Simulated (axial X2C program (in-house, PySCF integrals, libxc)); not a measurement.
Which functional? An output for B₂⁺

An SCF output computed with an in-house relativistic program for diatomic molecules for B₂⁺ at 1.629 Å, two-component, state Ω = 1/2, B dyall-v3z [7s6p2d1f] (cores contracted in-house), without its first line:

```
basis functions 84  fitting functions 530  grid points 4354
iter        total energy     max residual
   1        -49.042776028     5.06e-02
   2        -49.047834849     4.47e-02
   3        -49.047505415     3.79e-02
   4        -49.048260150     2.31e-02
   5        -49.048524533     1.54e-02
   6        -49.048721905     4.08e-03
   7        -49.048742951     2.18e-03
   8        -49.048744182     1.50e-03
   9        -49.048747309     7.49e-04
  10        -49.048749570     3.65e-04
  11        -49.048744218     1.68e-04
  12        -49.048744075     1.69e-04
  13        -49.048744097     1.02e-05
  14        -49.048744097     1.00e-05
converged
one-electron -77.87408035  Coulomb 28.35879462  exact exchange -2.01020950  xc functional -5.64291253  nuclear repulsion 8.12119722  atomic mean-field constant -0.00153355
```

Question: Which level of theory produced it?
A. M06
B. HF
C. PBE0

Answer: A. The exact-exchange term against the functional term shows a share of 0.27 of exact exchange.
